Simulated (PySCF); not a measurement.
# Worked example: building the atomization energy of Si2, triplet

Measured: the G2/97 heats of formation, with zero-point and thermal terms from B3LYP taken off, give an electronic atomization energy of 74.7 kcal/mol (Curtiss et al., J. Chem. Phys. 106, 1063 (1997); Staroverov et al., J. Chem. Phys. 119, 12129 (2003)). The calculation below tries to reproduce it.

Geometry (MP2(full)/6-31G*, from the G2/97 set):

```xyz
2

Si    0.0000    0.0000    0.0000
Si    0.0000    0.0000    2.2601
```

Atomization energies (atoms less molecule, kcal/mol) from PySCF 2.14.0, frozen cores, unrestricted molecule, unrestricted atoms, sets cc-pV(D+d)Z, cc-pV(T+d)Z, cc-pV(Q+d)Z:

```json
{"level": "HF", "DZ": "39.00", "TZ": "41.61", "QZ": "41.90"}
{"level": "CCSD(T)", "DZ": "62.13", "TZ": "70.79", "QZ": "73.84"}
{"level": "CCSDT", "DZ": "62.67", "TZ": "–", "QZ": "–"}
```

Extrapolate Hartree–Fock with exp(−5.46 √X) and the CCSD(T) correlation part with X⁻³ (X = 3, 4), add each higher step from the largest set that has it, and compare with the measured value.

Hartree–Fock: 41.90 + (41.90 − 41.61) × 0.301 = 41.99.
Correlation: TZ 29.18, QZ 31.94; (64 × 31.94 − 27 × 29.18) / 37 = 33.95.
Full triples (DZ): 62.67 − 62.13 = 0.54.
Sum: 76.5 kcal/mol, 1.8 above the measured 74.7.

Quadruple excitations are missing here, and can be worth a kcal/mol or so. The steps beyond CCSD(T) add 0.54 kcal/mol, while going from QZ to the limit adds 2.10. Core correlation, scalar relativity, spin–orbit terms and the relaxation from this MP2 geometry are missing from the sum, and the measured value has its own uncertainty.
